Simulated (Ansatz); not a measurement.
Strength of the Si–H bond: SiH2(OH)(SiH3) → SiH2(OH)(SiH2) + H

Species: SiH2(OH)(SiH3) (disilanol), singlet; SiH2(OH)(SiH2), doublet; H atom, doublet. 

Shapes, held fixed at every level: PBE0-D4/def2-TZVP. Flexible molecules stand in one conformer, not always the lowest. Programs: Ansatz 0.2.0. The zero-point and thermal change to 298 K, harmonic and unscaled (PBE0-D4/def2-TZVP), is -18.7 kJ/mol.

```
               level                   kind  ΔH(298 K) (kJ/mol)  less CCSD(T)/CBS estimate  CPU time (sum over the molecules)
    SPW92/def2-TZVPP                    LDA              +388.0                      +14.0                              5.3 s
   PBE-D4/def2-TZVPP                    GGA              +349.2                      -24.8                               11 s
r2SCAN-D4/def2-TZVPP               meta-GGA              +352.5                      -21.5                               22 s
 BHLYP-D4/def2-TZVPP          global hybrid              +366.8                       -7.2                               13 s
   B2PLYP/def2-TZVPP          double hybrid              +365.1                       -8.9                               20 s
        MP2/def2-SVP    perturbation theory              +342.8                      -31.2                                  –
  CCSD(T)/def2-TZVPP  coupled cluster or CI              +366.3                       -7.7                            5.4 min
CCSD(T)/CBS estimate  coupled cluster or CI              +374.0                        0.0                            6.5 min
```

The highest level, CCSD(T)/CBS estimate, gives ΔH(298 K) = +374.0 kJ/mol; the levels span +342.8 to +388.0. The column of differences is taken from that level and isn't an error. No measured value is set beside it here. Open shells run unrestricted unless RO is named. The CBS estimate extrapolates MP2 from def2-TZVPP and def2-QZVPP and adds CCSD(T) − MP2 in the triple-zeta set, cores frozen. Times are processor times on shared x86 and Arm servers, and rough.
